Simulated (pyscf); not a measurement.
Four-centre exchange: HF + F–N(F)–F → F–N(F)–F + HF

Gas phase, singlet surface, charge 0. Bonds broken: F1–H6, N2–F5. Bonds formed: F1–N2, F5–H6. Single points on ωB97X-D3(BJ)/def2-SVP structures (PySCF, gas phase). Correlated levels are frozen-core, on RHF or UHF. ΔMP2 is the change of the MP2 total energy from the triple- to the quadruple-zeta basis.

Transition state (Å):

```xyz
6

F     -0.3842     0.3630     1.1762
N      0.6744     0.7274    -0.6771
F      0.4052     1.9567    -0.3657
F     -0.3402     0.3289    -1.3456
F      0.9655    -1.1003     0.2336
H      0.2209    -0.4999     0.9275
```

One imaginary mode, 1003i cm⁻¹; descent along it reached the two sides named.

```csv
bond,change,reactant side (Å),saddle,product side
F1–H6,breaks,0.923,1.083,2.096
N2–F5,breaks,1.377,2.063,2.9
F1–N2,forms,3.2,2.165,1.377
F5–H6,forms,2.029,1.182,0.924
```

Electronic energies relative to the separated reactants (kcal/mol):

```csv
level,barrier,reaction energy,reverse barrier
ωB97X-D3(BJ)/def2-TZVP,62.9,0.0,62.9
PBE/def2-TZVP,42.2,0.0,42.2
r²SCAN/def2-TZVP,46.9,0.0,46.9
B3LYP-D3(BJ)/def2-TZVP,53.6,0.0,53.6
PBE0-D3(BJ)/def2-TZVP,58.2,0.0,58.2
M06-2X/def2-TZVP,67.6,0.0,67.6
ωB97M-D3(BJ)/def2-TZVP,61.5,0.0,61.5
HF/def2-TZVP,89.8,0.0,89.8
MP2/def2-QZVPP,68.6,0.0,68.6
CCSD/def2-TZVPP,74.1,0.0,74.1
CCSD(T)/def2-TZVPP,66.5,0.0,66.5
CCSD(T)/def2-TZVPP + ΔMP2(QZVPP),65.7,0.0,65.7
```

With CCSD(T)/def2-TZVPP + ΔMP2(QZVPP) energies and thermal terms (ideal gas, 1 atm, RRHO with modes under 100 cm⁻¹ raised to 100, one conformer, R ln 2 for rigid chiral ones), in kcal/mol:

| T (K) | ΔH‡ | ΔG‡ | ΔH | ΔG |
|---|---|---|---|---|
| 298 | 63.9 | 72.8 | 0.0 | 0.0 |
| 600 | 63.7 | 82.0 | 0.0 | 0.0 |
| 900 | 64.0 | 91.0 | 0.0 | 0.0 |
| 1200 | 64.5 | 100.0 | 0.0 | 0.0 |

This is the saddle that the search found; another between the same sides may lie lower. One closed-shell reference is unstable to symmetry breaking; treat the single-reference values with care. The CCSD(T) − MP2 part came from Ansatz, without density fitting, on the same reference. The largest closed-shell T1 diagnostic is 0.032, which may signal static correlation.
